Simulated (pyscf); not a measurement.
GaH (SMILES [GaH]) [singlet] + H₂ (SMILES [H][H]) → GaH₃ (SMILES [GaH3]) (insertion; singlet surface; H–H broken, Ga–H, Ga–H formed). Optimised with ωB97X-D3(BJ)/def2-SVP in PySCF. Energies in kJ/mol from the separated reactants.

```tsv
level	barrier	reaction energy
PBE/def2-TZVP	136.2	-77.0
r²SCAN/def2-TZVP	___	___
PBE0-D3(BJ)/def2-TZVP	148.8	-91.0
M06-2X/def2-TZVP	182.6	-73.0
ωB97M-D3(BJ)/def2-TZVP	___	-80.0
HF/def2-TZVP	238.7	-83.3
```

Q: Complete the blanks.

A: 
- r²SCAN/def2-TZVP, barrier: 133.8
- r²SCAN/def2-TZVP, reaction energy: -97.3
- ωB97M-D3(BJ)/def2-TZVP, barrier: 174.8

The functionals in the table span 48.7 kJ/mol in this barrier, from r²SCAN to M06-2X. This is the saddle that the search found; another between the same sides may lie lower. Elements up to Kr have no core potential and no relativistic terms here.
